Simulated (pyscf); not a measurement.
Optimised with ωB97X-D3(BJ)/def2-SVP in PySCF.

**Question.** For the elementary gas-phase step `[OH][GaH2]` + `[NH3]` -> `[NH2][GaH][OH]` + `[H][H]` (singlet surface; Ga–H, H–N broken, Ga–N, H–H formed), what barrier and reaction energy does ωB97M-D3(BJ)/def2-TZVP give, measured from the separated reactants?

**Answer.** ΔE‡ = 82.0 kJ/mol, ΔE = -19.0 kJ/mol. Zero-point energy shifts the barrier by -3.8 kJ/mol. It is a four-centre exchange, with an imaginary mode of 1392i cm⁻¹. On the reactant side the descent ends in an adduct with a Ga–N contact (not fully relaxed), 97.2 kJ/mol under the separated species and 171.1 kJ/mol under the saddle at ωB97X-D3(BJ)/def2-TZVP. What is counted as formed (Ga–N) is already present as a longer contact in the reactant adduct; forming that adduct is a step of its own. At the saddle there is also a short Ga–H contact that neither side keeps. This is the saddle that the search found; another between the same sides may lie lower. Elements up to Kr have no core potential and no relativistic terms here.
